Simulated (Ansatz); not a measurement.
# H2S+ (doublet): wave-function methods side by side, cc-pVTZ

The task here is to estimate one member of a computed series from the others.

Program: Ansatz 0.2.0, Gaussian basis. Level of theory: cc-pVTZ, core rule «outside noble gas», up to 5 orbitals frozen. These are calculated values, not measurements.

Plan: UHF; CCSD(T) on ROHF; CCSD(T) on UHF; BCCD(T) on ROHF; CISD; CCSDT(Q) on ROHF; CCSDT(Q) on UHF; CASSCF and MRCISD+Q, 7 electrons in 6 orbitals; CASSCF and NEVPT2, 7 electrons in 6 orbitals.

3 further runs of the same task are left out: 3 set aside as unsound or not needed.

### The geometry

The geometry is a PBE0/def2-TZVP stationary point (not a proven minimum) of the parent state, kept for this charge and spin.

3 atoms, charge 1, spin multiplicity 2.

Atoms are counted from 1 here; the program's logs count them from 0.

Bond lengths: S1–H2 1.341 Å, S1–H3 1.341 Å. Angles: H2–S1–H3 92.3°.

Set-up of the first run:

The input, in.yaml:

```yaml
crystal:
  periodic: [false, false, false]
  atoms:
    - {symbol: S, position_ang: [0.000000, -0.054959, 0.000000]}
    - {symbol: H, position_ang: [0.000000, 0.874191, -0.967203]}
    - {symbol: H, position_ang: [0.000000, 0.874188, 0.967205]}
basis:
  gaussian: {orbitals: cc-pVTZ}
total_charge: 1
magnetization: {spin_polarized: true, initial_magnetization: 1}
hamiltonian: {xc: hf}
output: {orbitals: {seedname: orbitals}}
```

Launch:

```console
$ ansatz run in.yaml --threads 1 --pin off --events-out ev --progress --plain --max-ram 2816MiB --backend cpu
```

Steps of the session up to this table: UHF; CCSD(T) on ROHF; CCSD(T) on UHF; BCCD(T) on ROHF; CISD; CCSDT(Q) on ROHF; CCSDT(Q) on UHF; CASSCF and MRCISD+Q, 7 electrons in 6 orbitals; CASSCF and NEVPT2, 7 electrons in 6 orbitals.

One table of the session follows, with a row left open; its other results are not shown here.

```
          method  from UCCSDT(Q) (kJ/mol)
            ROHF                   +496.3
             UHF                   +480.4
            RMP2                    +85.5
            UMP2                    +87.8
            CISD                    +36.8
           RCCSD                    +17.9
           UCCSD                    +17.4
        RCCSD(T)                     +2.7
        UCCSD(T)                     +2.6
         BCCD(T)                     +2.7
          RCCSDT                     +0.6
          UCCSDT                        ?
       RCCSDT(Q)                     +0.1
       UCCSDT(Q)                        0
  CASSCF valence                   +394.4
  NEVPT2 valence                    +86.3
  MRCISD valence                    +23.2
MRCISD+Q valence                     +1.3
```

**Question.** Estimate the row for UCCSDT.

As computed: from UCCSDT(Q) (kJ/mol): +0.5. In the column «from UCCSDT(Q) (kJ/mol)» it lies between RCCSDT(Q) (+0.1) and RCCSDT (+0.6).

To keep in mind: Restricted and unrestricted rows rest on different reference determinants; where their highest levels disagree by more than a few hundredths of an eV, they describe different states and don't form one ladder.
